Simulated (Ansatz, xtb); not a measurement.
## H3OSi: which of two isomers lies lower

Structure I: `O[SiH2]`, a doublet. Structure II: `[O][SiH3]`, a doublet. Both are isolated molecules in the gas phase, relaxed with PBE0-D4/def2-TZVP; each stands in its lowest conformer found.

I (Å):

```xyz
5

O     0.6203   -0.8744    0.7985
Si    1.1458   -0.0965   -0.5612
H     1.1935   -0.8526    1.5664
H     1.5499    1.3129   -0.2580
H    -0.0047   -0.1165   -1.5038
```

II (Å):

```xyz
5

O     0.5918    0.8287    0.8403
Si   -0.3162    1.7862   -0.1621
H    -1.1144    0.7488   -0.8810
H     0.5179    2.5552   -1.1210
H    -1.2129    2.7032    0.5872
```

Task: Estimate E(II) − E(I) at the level CCSD(T)/def2-TZVPP.

Result: Calculated at CCSD(T)/def2-TZVPP: E(II) − E(I) = +27.4 kcal/mol, so structure I lies lower.

How the difference moves with the method:

| level | geometry | E(II) − E(I) (kcal/mol) | departure from the last row (kcal/mol) | job, with rough time for the two |
| --- | --- | --- | --- | --- |
| GFN2-xTB | GFN2-xTB | +10.4 | −16.9 | optimisation, 2.3 s |
| HF/STO-3G | GFN2-xTB | −3.4 | −30.8 | single point, 2.6 s |
| r2SCAN-D4/def2-SVP | GFN2-xTB | +33.9 | +6.5 | single point, 13 s |
| PBE0-D4/def2-TZVP | PBE0-D4/def2-TZVP | +27.0 | −0.4 | optimisation, 2.4 min |
| HF/def2-TZVPP | PBE0-D4/def2-TZVP | +12.7 | −14.7 | part of the CCSD(T) run |
| MP2/def2-TZVPP | PBE0-D4/def2-TZVP | +35.1 | +7.7 | part of the CCSD(T) run |
| CCSD(T)/def2-TZVPP | PBE0-D4/def2-TZVP | +27.4 |  | single point, 65 s |

As drawn, II has 1 Si–H in place of 1 O–H.

HF/STO-3G puts the two in the other order. The largest departure from CCSD(T)/def2-TZVPP is that of HF/STO-3G, 30.8 kcal/mol.

With harmonic frequencies from PBE0-D4/def2-TZVP (ideal gas, rigid rotor, one conformer each, 298.15 K, 1 atm): on the last row, ΔE + ΔZPE = +25.5, ΔH = +25.3, ΔG = +25.5 kcal/mol.

Open shells are spin-unrestricted. The correlated steps freeze 6 core orbitals. Mirror images aren't counted in ΔG. Programs: Ansatz 0.2.0, xtb 6.7.1; the last row on 2 threads of Intel(R) Xeon(R) Processor @ 2.50GHz (Skylake/Cascade Lake) on a shared host.
